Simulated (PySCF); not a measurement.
CH₃, SMILES [CH3] (connectivity only; charge and spin as stated), charge +1, multiplicity 1. Coordinates come from a B3LYP-D3(BJ)/def2-TZVPD optimisation. The multiplicity is an assumed one; other spin states were not compared. The isomer is the one that the SMILES or the coordinates give; other isomers of the formula were not compared.

TDDFT-PBE0/def2-TZVPD (PySCF) puts the lowest singlet excitations at 5.96, 5.96, 14.80, 14.80, 14.91, 16.10 eV and the lowest triplet (TDA) at 4.69 eV.

### Question
What are the lowest singlet roots from PySCF 2.14.0 with EOM-CCSD/aug-cc-pVDZ? (An estimate is asked for; the answer gives what the named calculation found.)

### Answer
6.15, 6.15, 15.30, 15.30, 15.63, 15.63 eV; triplets 5.13, 5.13, 11.94 eV. S1 differs by 0.19 eV (second minus first; roots are paired by order, and the bases may differ).
